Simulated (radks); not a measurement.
# N²⁺ in [He] 2s2 2p1: an all-electron calculation

What are the levels of the nitrogen ion N2+, how large are its shells, and how does its energy divide?

The numbers are computed with radks (a radial shooting solver on a logarithmic mesh, Libxc functionals) version 1 (Dirac Kohn-Sham, HCTH/407, spin-unpolarised, spherical densities, finite nucleus; open shells fill j = l - 1/2 first), except any that are marked as measured or tabulated.

## 1. The system

| Property | Result |
| --- | --- |
| element | nitrogen (Z = 7) |
| charge | +2 |
| electrons | 5 |
| configuration | [He] 2s2 2p1 |
| nuclear rms radius | 2.5582 fm |

## 2. Self-consistent calculation

Input:

```text
Z 7
configuration [He] 2s2 2p1 3s0 3p0 3d0
relativity Dirac
functional hcth_407
spin unpolarised
j_filling energy
nucleus finite rms 2.5582 fm
c 137.035999084
```

Started as:

```
> python run_ks.py task.json out
```

All runs below come from this command, one after another.

What does the calculation give?

The runs gave:

```
                        quantity                   value
                    total energy       -52.92013 hartree
exchange-correlation share of it                 10.85 %
                            −T/E                  0.9974
          highest occupied level       2p1/2, -37.650 eV
    most extended occupied level  2s1/2, <r> = 1.17 bohr
 radius at density 0.001 e/bohr³               2.69 bohr
    maxima of the radial density                       2
         ionisation energy, NIST   47.445 (semi-emp.) eV
```

The radial density shows 2 maxima for 2 occupied principal shells. Minus the highest eigenvalue, 37.650 eV, is 79 % of the tabulated ionisation energy (47.445 eV); the potential of a semilocal functional falls off too fast, so its top eigenvalue is too shallow. Spin polarisation and multiplet splitting are left out.
